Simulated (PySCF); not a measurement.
**BCl: bond curves at several levels of theory**

Aim: find the lowest electronic state of BCl, scan its bond at several levels of theory, and get bond length, wavenumber and dissociation energy from each curve.

Computed with PySCF 2.14.0. Level: B 6-311G(d,p), Cl 6-311G(d,p), no relativity.

### 1 The job

The job is set up so:

| Property | Result |
| --- | --- |
| atoms | B, Cl |
| charge | 0 |
| basis | B 6-311G(d,p), Cl 6-311G(d,p) |
| Hamiltonian | no relativity |
| basis functions | 44 |
| electrons treated | 22 |
| masses in u | 11.0093, 34.9689 |
| levels | PBE0, PBE, r²SCAN, M06-L, MN15, r²SCAN0, LC-ωPBE, HF, MP2, SCS-MP2, CCSD, CCSD(T) |
| grid | 80 radial by 434 angular points |
| occupations | held fixed by the projection of orbital angular momentum |
| dissociation limit | B + Cl, each in its ground configuration |
| starting distance in angstrom | 1.785 |
| values of 2S to try | 0, 2 |

The runs that follow: PBE0 along the bond; Excited determinants; PBE (GGA); r²SCAN (meta-GGA); M06-L; MN15 (hybrid meta-GGA); r²SCAN0 (hybrid meta-GGA); LC-ωPBE (range-separated hybrid); RHF (mean field); MP2 and coupled cluster.

**Question.** What will these runs give? Wanted: for each run, Re; ωe; De; μ.

As calculated:

Lowest PBE0 solution found, without spin–orbit coupling: ¹Σ⁺ (singlet), closed shell. State 2 has its PBE0 minimum 2.14 eV higher. The other levels ran on the lowest alone.

```tsv
level	Re (Å)	ωe (cm⁻¹)	De (eV)	μ (D)
RHF	1.726	854	3.74	1.08
RHF-MP2	1.711	884	5.13	n/a
RHF-SCS-MP2	1.716	873	4.97	n/a
RHF-CCSD	1.722	865	4.86	n/a
RHF-CCSD(T)	1.724	859	5.01	n/a
PBE	1.741	803	5.46	1.30
r²SCAN	1.732	823	5.29	1.37
M06-L	1.723	848	5.41	1.55
PBE0	1.725	838	5.25	1.30
r²SCAN0	1.722	846	5.10	1.32
MN15	1.719	846	5.50	1.15
LC-ωPBE	1.708	878	5.05	1.42
```

De is counted to B + Cl in their ground configurations. A positive dipole means B(−)Cl(+).

Differences from CCSD(T) in the same basis:

```tsv
level	Re (mÅ)	ωe (%)
RHF	+1	-0.6
RHF-MP2	-14	+2.8
RHF-SCS-MP2	-9	+1.5
RHF-CCSD	-2	+0.6
PBE	+16	-6.5
r²SCAN	+8	-4.2
M06-L	-1	-1.3
PBE0	+1	-2.5
r²SCAN0	-2	-1.6
MN15	-6	-1.5
LC-ωPBE	-16	+2.1
```

What this shows: Judged by CCSD(T) in the same basis: best bond length RHF and M06-L and PBE0 (1 mÅ off), worst PBE and LC-ωPBE (16 mÅ off); best wavenumber RHF and RHF-CCSD (0.6 % off), worst PBE (-6.5 %). PBE has the long and soft bond that GGAs tend to give. CCSD(T) in a basis this small is itself some way from its limit, more so than the functionals. Among the levels with a De in the table, it runs from 3.74 eV (RHF) to 5.50 eV (MN15).

Correlated steps freeze 6 core orbitals.
